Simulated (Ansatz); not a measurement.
One group Y is varied and pulled off as a radical: Y-Sn(OH)3. Gas-phase values, no solvent. Each species was relaxed from one start; no search for lower structures was made at this level. In the def2 sets, heavy atoms carry core potentials. Strings in code marks are SMILES. Quantity: electronic energy of homolysis of the metal–ligand bond (relaxed doublet parts, no counterpoise, zero-point or spin–orbit term). Level 1: PBE-D3(BJ)/def2-TZVP // PBE0-D3(BJ)/def2-SVP (Ansatz, a quantum-chemistry and plane-wave program). Level 2: frozen-core CCSD(T)/def2-TZVPP // PBE0-D3(BJ)/def2-SVP (Ansatz).

```
case                                                       level 1 (kcal/mol)  level 2 (kcal/mol)
---------------------------------------------------------  ------------------  ------------------
allyl: `C=C[CH2][Sn]([OH])([OH])[OH]`                                    48.4                58.3
trifluoromethyl: `[OH][Sn]([OH])([OH])[C](F)(F)F`                        54.7                62.3
isopropyl: `C[CH](C)[Sn]([OH])([OH])[OH]`                                58.1                68.4
ethyl: `C[CH2][Sn]([OH])([OH])[OH]`                                      62.2                70.9
but-3-enyl: `C=CC[CH2][Sn]([OH])([OH])[OH]`                              62.9                72.0
2,2,2-trifluoroethyl: `[OH][Sn]([OH])([OH])[CH2]C(F)(F)F`                64.5                73.9
methyl: `[CH3][Sn]([OH])([OH])[OH]`                                      67.4            withheld
```

### Question
Fit level 2 = a + b·x to the 6 complete rows by least squares, with x = level 1 in kcal/mol. Give a, b and the rms residual, and predict the withheld value.

### Answer
Means of the 6 rows: x̄ = 58.467, ȳ = 67.633 kcal/mol. Σ(x − x̄)² = 185.65 and Σ(x − x̄)(y − ȳ) = 183.13, so b = 0.986 and a = ȳ − b·x̄ = 9.98 kcal/mol. The rms residual is 0.87 kcal/mol. At x = 67.4 the line gives 76.4 kcal/mol, outside the range of the fitted rows. The run for methyl: `[CH3][Sn]([OH])([OH])[OH]` gave 74.5 kcal/mol, so the line is off by 1.9 kcal/mol, more than twice the rms residual.

Codes: Ansatz.
